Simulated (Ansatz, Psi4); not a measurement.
Reaction (SMILES): [O+]#[Si-] -> [O+]#[Si-] as doublet, charge +1 + e-

Property: adiabatic ionisation energy (0 K, with zero-point energies), in eV. Conventions: valence correlation only; no spin-orbit coupling; non-relativistic; 6-311+G** with 5d, 6d on Na to Ar in Ansatz (a program for electronic structure); LANL2DZ with its own core potentials from Na on; UHF or UKS for open shells. First-principles rows: single points at B3LYP-D3(BJ) geometries (Ansatz), with unscaled harmonic terms from B3LYP/6-31G* at its own minima. A UHF reference is markedly spin-contaminated in at least one set, which strains HF and MP2. The Hartree-Fock reference of [O+]#[Si-] as doublet, charge +1 is unstable towards a lower, spin-broken solution.

Measured values: CCCBDB table in ASE; they hold spin-orbit and core effects. 

Value to compare with, the measured value: 11.49 eV.

| level | program | adiabatic ionisation energy (0 K, with zero-point energies) (eV) | error |
|---|---|---|---|
| HF/STO-3G | Ansatz | 5.83 | -5.66 |
| HF/6-311+G** | Ansatz | 9.95 | -1.54 |
| PBE/LANL2DZ | Ansatz | 11.48 | -0.01 |
| B3LYP/STO-3G | Ansatz | 8.17 | -3.32 |
| wB97X-D/6-311+G** | Psi4 | 11.58 | 0.09 |
| MP2/STO-3G | Ansatz | 8.24 | -3.25 |
| PBE/def2-TZVPD | Ansatz | 11.29 | -0.20 |
| B3LYP/def2-TZVPD | Ansatz | 11.47 | -0.02 |

Among the 6 habitual levels, HF/STO-3G lies farthest from the measured value (-5.66 eV) and PBE/LANL2DZ nearest (-0.01); 1 of 6 lie above it, and their mean absolute error is 2.31 eV, the median 2.40. One case shows no general order.

The levels are drawn from those run, B3LYP/6-31G* more often than the rest, none by its result; runs whose electronic state is in doubt are left out.
